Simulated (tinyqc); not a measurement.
RHF in the sto-3g basis, for H2O, spin multiplicity 1, step by step. One step of it, computed by the program tinyqc.

Task: Iteration 1: diagonalisation and new density. Diagonalise F' = X^T F X, C = X C', fill 5 alpha and 5 beta electrons from the bottom; D = 2 C_occ C_occ^T. Each column has its largest component positive (the first on a tie).

Fock matrix F (hartree), order 1O 1s, 1O 2s, 1O 2px, 1O 2py, 1O 2pz, 2H 1s, 3H 1s:
$$\begin{pmatrix}
-18.834109 & -4.878410 & 0.000000 & 0.000000 & -0.013937 & -0.899527 & -0.899527 \\
-4.878410 & -1.822689 & 0.000000 & 0.000000 & -0.215280 & -0.644374 & -0.644374 \\
0.000000 & 0.000000 & 0.284016 & 0.000000 & 0.000000 & 0.000000 & 0.000000 \\
0.000000 & 0.000000 & 0.000000 & 0.172912 & 0.000000 & -0.170766 & 0.170766 \\
-0.013937 & -0.215280 & 0.000000 & 0.000000 & 0.189959 & -0.226335 & -0.226335 \\
-0.899527 & -0.644374 & 0.000000 & -0.170766 & -0.226335 & -0.200113 & -0.244539 \\
-0.899527 & -0.644374 & 0.000000 & 0.170766 & -0.226335 & -0.244539 & -0.200113
\end{pmatrix}$$

X, order 1O 1s, 1O 2s, 1O 2px, 1O 2py, 1O 2pz, 2H 1s, 3H 1s:
$$\begin{pmatrix}
1.023778 & -0.138451 & 0.000000 & 0.000000 & -0.009016 & 0.019616 & 0.019616 \\
-0.138451 & 1.178784 & 0.000000 & 0.000000 & 0.090113 & -0.239151 & -0.239151 \\
0.000000 & 0.000000 & 1.000000 & 0.000000 & 0.000000 & 0.000000 & 0.000000 \\
0.000000 & 0.000000 & 0.000000 & 1.075076 & 0.000000 & -0.182482 & 0.182482 \\
-0.009016 & 0.090113 & 0.000000 & 0.000000 & 1.051769 & -0.137889 & -0.137889 \\
0.019616 & -0.239151 & 0.000000 & -0.182482 & -0.137889 & 1.154328 & -0.086452 \\
0.019616 & -0.239151 & 0.000000 & 0.182482 & -0.137889 & -0.086452 & 1.154328
\end{pmatrix}$$

Give: F' = X^T F X; orbital energies; coefficients C; D after iteration 1.

Result:

F' = X^T F X (hartree):
$$\begin{pmatrix}
-18.458 & -2.635 & 0.000 & 0.000 & -0.025 & -0.122 & -0.122 \\
-2.635 & -0.769 & 0.000 & 0.000 & -0.064 & -0.339 & -0.339 \\
0.000 & 0.000 & 0.284 & 0.000 & 0.000 & 0.000 & 0.000 \\
0.000 & 0.000 & 0.000 & 0.337 & 0.000 & -0.283 & 0.283 \\
-0.025 & -0.064 & 0.000 & 0.000 & 0.303 & -0.236 & -0.236 \\
-0.122 & -0.339 & 0.000 & -0.283 & -0.236 & 0.146 & -0.089 \\
-0.122 & -0.339 & 0.000 & 0.283 & -0.236 & -0.089 & 0.146
\end{pmatrix}$$

orbital energies (hartree): MO1 -18.845, MO2 -0.717, MO3 -0.118, MO4 0.102, MO5 0.284, MO6 0.593, MO7 0.689

coefficients C, order 1O 1s, 1O 2s, 1O 2px, 1O 2py, 1O 2pz, 2H 1s, 3H 1s:
$$\begin{pmatrix}
0.993 & -0.221 & 0.000 & -0.156 & 0.000 & -0.092 & 0.000 \\
0.029 & 0.777 & 0.000 & 0.756 & 0.000 & 0.596 & 0.000 \\
0.000 & 0.000 & 0.000 & 0.000 & 1.000 & 0.000 & 0.000 \\
0.000 & 0.000 & 0.517 & 0.000 & 0.000 & 0.000 & 0.977 \\
0.004 & 0.204 & 0.000 & -0.559 & 0.000 & 0.894 & 0.000 \\
-0.006 & 0.200 & 0.538 & -0.417 & 0.000 & -0.658 & -0.717 \\
-0.006 & 0.200 & -0.538 & -0.417 & 0.000 & -0.658 & 0.717
\end{pmatrix}$$

D after iteration 1, order 1O 1s, 1O 2s, 1O 2px, 1O 2py, 1O 2pz, 2H 1s, 3H 1s:
$$\begin{pmatrix}
2.119 & -0.521 & 0.000 & 0.000 & 0.091 & 0.030 & 0.030 \\
-0.521 & 2.353 & 0.000 & 0.000 & -0.528 & -0.321 & -0.321 \\
0.000 & 0.000 & 2.000 & 0.000 & 0.000 & 0.000 & 0.000 \\
0.000 & 0.000 & 0.000 & 0.534 & 0.000 & 0.556 & -0.556 \\
0.091 & -0.528 & 0.000 & 0.000 & 0.707 & 0.548 & 0.548 \\
0.030 & -0.321 & 0.000 & 0.556 & 0.548 & 1.007 & -0.150 \\
0.030 & -0.321 & 0.000 & -0.556 & 0.548 & -0.150 & 1.007
\end{pmatrix}$$
